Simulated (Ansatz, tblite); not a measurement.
**The cluster Cd₂Te: rung by rung**

Aim: run the singlet of the cluster Cd₂Te at one geometry on many levels, and compare frontier levels, spin and run time.

Computed with Ansatz 0.2.0, Gaussian basis. Level: as each input shows.

The runs, in order: GFN1-xTB, GFN2-xTB, PBE-D4/def2-TZVP, r2SCAN-D4/def2-TZVP, B2PLYP/def2-TZVP, B97M-V/def2-TZVP, LC-ωPBE/def2-TZVP, ωB97M-V/def2-TZVP, BHLYP-D4/def2-TZVP, LC-ωPBE(0.10)/def2-TZVP, LC-ωPBE(0.15)/def2-TZVP, LC-ωPBE(0.20)/def2-TZVP, LC-ωPBE(0.30)/def2-TZVP, PBE-D4/def2-SVP, PBE0-D4/def2-SVP, PBE0-D4/def2-TZVPD, PBE-D4/def2-TZVPD, r2SCAN-D4/def2-TZVPD, CCSD(T)/def2-TZVPP, MP2/def2-TZVP, RPA/def2-TZVP.

4 further runs of the same task are left out: 4 set aside as unsound or not needed. Runs told in other sessions of the task aren't counted.

### 1 The structure

The singlet was relaxed beforehand with PBE0-D4/def2-TZVP. At that level it is the lowest of the isomers that a small search found.

3 atoms, charge 0, spin multiplicity 1.

Bond lengths: Cd1–Te3 2.719 Å, Cd2–Te3 2.719 Å. Angles: Cd1–Te3–Cd2 179.9°.

Coordinates:

```xyz
3

Cd   -2.5684   -0.0123    0.8913
Cd    2.5686    0.0107   -0.8905
Te   -0.0002    0.0017   -0.0008
```

Cd, Te take a core potential in the def2 sets. No spin-orbit coupling is included.

PBE0-D4/def2-TZVP was run before; its log isn't repeated, and its numbers join the tables.

### 2 GFN1-xTB

Tight binding, by tblite at 300 K electronic temperature and without a spin-polarisation term:

```python
tblite.interface.Calculator('GFN1-xTB', numbers, positions, charge=0, uhf=0).singlepoint()
```

Energy -151.2592 eV, HOMO -9.63 eV, LUMO -7.62 eV; 0.001 s.

### 3 GFN2-xTB

Tight binding, by tblite at 300 K electronic temperature and without a spin-polarisation term:

```python
tblite.interface.Calculator('GFN2-xTB', numbers, positions, charge=0, uhf=0).singlepoint()
```

Energy -115.0710 eV, HOMO -7.61 eV, LUMO -5.40 eV; 0.002 s.

### 4 PBE-D4/def2-TZVP

start.molden holds the orbitals of an earlier run on this state, given as this run's starting guess.

in.yaml reads:

```yaml
crystal:
  periodic: [false, false, false]
  atoms:
    - {symbol: Cd, position_ang: [-2.568395, -0.012321, 0.891318]}
    - {symbol: Cd, position_ang: [2.568591, 0.010657, -0.890529]}
    - {symbol: Te, position_ang: [-0.000206, 0.001664, -0.000790]}
basis:
  gaussian: {orbitals: def2-TZVP, initial_orbitals: start.molden}
hamiltonian: {xc: pbe, dispersion: d4}
scf: {omitted_lower_state_checks: [starts]}
output: {forces: true, orbitals: {seedname: orbitals}}
```

Launch:

```
> ansatz run in.yaml --threads 4 --pin off --events-out ev --progress --plain --max-ram 3916MiB
```

Further steps of the session: r2SCAN-D4/def2-TZVP; B2PLYP/def2-TZVP; B97M-V/def2-TZVP; LC-ωPBE/def2-TZVP; ωB97M-V/def2-TZVP; BHLYP-D4/def2-TZVP; LC-ωPBE(0.10)/def2-TZVP; LC-ωPBE(0.15)/def2-TZVP; LC-ωPBE(0.20)/def2-TZVP; LC-ωPBE(0.30)/def2-TZVP; PBE-D4/def2-SVP; PBE0-D4/def2-SVP; PBE0-D4/def2-TZVPD; PBE-D4/def2-TZVPD; r2SCAN-D4/def2-TZVPD; CCSD(T)/def2-TZVPP; MP2/def2-TZVP; RPA/def2-TZVP.

Before running them: what should the planned runs give, taken together? Wanted: gap in def2-TZVP, named functionals, smallest and largest; gap over the ω; correlation energy, CCSD(T)/def2-TZVPP; correlation energy, MP2/def2-TZVP; binding an atom, CCSD(T)/def2-TZVPP; PBE0 total energy, smallest basis above largest.

**Answer**, as computed:

| quantity | value |
| --- | --- |
| gap in def2-TZVP, named functionals, smallest and largest | 0.79 eV (PBE-D4), 5.70 eV (LC-ωPBE) |
| gap over the ω (1/bohr) | 3.38 eV at 0.1, 5.70 eV at 0.4 |
| correlation energy, CCSD(T)/def2-TZVPP | -50.35 eV |
| correlation energy, MP2/def2-TZVP | -40.22 eV |
| binding an atom, CCSD(T)/def2-TZVPP | 0.335 eV |
| PBE0 total energy, smallest basis above largest | 2.50 eV (def2-SVP, def2-TZVPD) |

In words: Over the named functionals in def2-TZVP the gap runs from 0.79 eV (PBE-D4) to 5.70 eV (LC-ωPBE); exact exchange widens it. Raising the ω (1/bohr) from 0.1 to 0.4 moves the HOMO by -1.48 eV and the LUMO by +0.85 eV. The functionals in def2-TZVP miss CCSD(T)/def2-TZVPP by -0.059 (LC-ωPBE) to +0.216 eV (PBE-D4) an atom. The reference is CCSD(T) in one finite basis, so it carries an error of its own, often a tenth of an eV or more, and near misses can't be ranked.
